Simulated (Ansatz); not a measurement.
Reaction: SiN2H5Cl (SMILES N[SiH](N)Cl) → SiNH3Cl (SMILES N[SiH]Cl, doublet) + NH2 (SMILES [NH2], doublet) (the N-Si bond breaks)
Each species at its own B3LYP-D3(BJ)/def2-TZVP minimum (Ansatz, a first-principles code), one conformer.

Quantity: bond dissociation energy (electronic), in kcal/mol. Open shells are spin-unrestricted; no spin-orbit coupling. CBS(X,Y): correlation extrapolated as X^-3, Hartree-Fock from the larger set. A bracket is a step between two methods taken in the basis named. The functionals are non-relativistic, so their misses hold any scalar relativity. Double hybrids freeze cores in their MP2 part. '+ core + X2C': CCSD(T) terms for core correlation (cc-pwCVTZ, 1s frozen past Ne) and scalar relativity (cc-pVTZ-DK).

CCSD(T)/CBS(cc-pV(T+d)Z,cc-pV(Q+d)Z) + [CCSDT(Q) - CCSD(T)]/cc-pV(D+d)Z + core + X2C (Ansatz) gives 117.4 kcal/mol.

Question: What does PBE/def2-TZVPD (Ansatz) give here, and how do the other levels compare?

Answer: PBE gives 108.0 kcal/mol, 9.4 kcal/mol below it. Differences of the others: r2SCAN/def2-TZVPD (Ansatz) -9.8; B3LYP/def2-TZVPD (Ansatz) -10.5; PBE0/def2-TZVPD (Ansatz) -8.1; wB97M-V/def2-TZVPD (Ansatz) -0.9; B2PLYP/def2-TZVPD (Ansatz) -6.0; CCSD(T)/CBS(cc-pV(T+d)Z,cc-pV(Q+d)Z) + core + X2C (Ansatz) 0.1 kcal/mol. Nearer than PBE: PBE0/def2-TZVPD, wB97M-V/def2-TZVPD, B2PLYP/def2-TZVPD, CCSD(T)/CBS(cc-pV(T+d)Z,cc-pV(Q+d)Z) + core + X2C.
